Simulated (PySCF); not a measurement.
# Worked example: the step energy

An elementary step of CH₅BO, singlet (CH₅BO ([CH3][BH][OH]) → BHO ([BH][O]) + CH₄; B–C, O–H broken or loosened, C–H formed or tightened). “Start” and “end” are the PBE0-D4/def2-TZVP structures reached by relaxing down either side of its saddle point, with the molecules still in contact.

Computed with PySCF 2.14 with density fitting (its default auxiliary sets; JK sets also for MP2 and CCSD(T)) (basis: def2-TZVPP and def2-QZVPP); correlated methods freeze the cores.

Energies in eV:

| quantity | end | start |
| --- | --- | --- |
| Hartree–Fock, triple zeta (X = 3) | -3821.08525 | -3821.56515 |
| Hartree–Fock, quadruple zeta (X = 4) | -3821.28606 | -3821.75573 |
| MP2 correlation, X = 3 | -14.34889 | -14.24104 |
| MP2 correlation, X = 4 | -15.32857 | -15.23951 |
| CCSD(T) correlation, X = 3 | -15.61204 | -15.55584 |

Question: Work out the step energy at the basis limit: extrapolate Hartree–Fock as E(X) = E∞ + A exp(−7.88 √X) and the MP2 correlation as E(X) = E∞ + B X^−2.97 (the exponents that Neese and Valeev fitted for def2-TZVPP and QZVPP), then add CCSD(T) − MP2 in triple zeta.

Answer: Each step is linear, so take the differences first (end − start): Hartree–Fock 0.47990 (X = 3) and 0.46967 (X = 4); MP2 correlation -0.10785 and -0.08906; CCSD(T) correlation -0.05620.
Two points give E∞ = E(4) + w [E(4) − E(3)], with w = 1/(exp(7.88 (2 − √3)) − 1) = 0.1377 for Hartree–Fock and w = 1/((4/3)^2.97 − 1) = 0.7407 for the correlation.
Hartree–Fock: 0.46967 + 0.1377 × (-0.01023) = 0.4683 eV.
MP2 correlation: -0.08906 + 0.7407 × 0.01879 = -0.0751 eV.
CCSD(T) − MP2: -0.05620 − (-0.10785) = 0.0517 eV.
Sum: 0.4683 + (-0.0751) + 0.0517 = 0.4449 eV, or 10.26 kcal/mol. Plain CCSD(T) in triple zeta gives 0.4237 eV, so the larger basis shifts the result by 0.0212 eV.

T1 diagnostic: at most 0.017.

Labels in which every atom is bracketed show which atoms are joined, not bond orders.

For scale, one of the runs: CCSD(T)/def2-TZVPP, 163 basis functions, launched by `OMP_NUM_THREADS=4 python run.py`. Time: 2.2 min of wall clock on 4 CPU threads of an Arm Neoverse V1; the host was shared. Peak host memory: 1.2 GiB.
